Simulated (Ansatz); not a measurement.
Results of PBEsol in Ansatz (plane waves, PAW) for bcc Cs.

Numerical settings: plane-wave cutoff 520 eV, 12×12×12 k mesh, Fermi–Dirac smearing 0.1 eV, perturbation theory, scalar-relativistic PAW data made under PBE.

Computed at the level's own relaxed cell.

Harmonic phonon frequencies (cm⁻¹; i marks an imaginary mode):

```csv
q point,frequencies
H,34 34 34
N,…
P,28 28 28
```

Task: What belongs in the gaps?

Result: 
- N, frequencies: 8 22 37

No imaginary mode appears at these points.

Ansatz is a program for electronic structure.
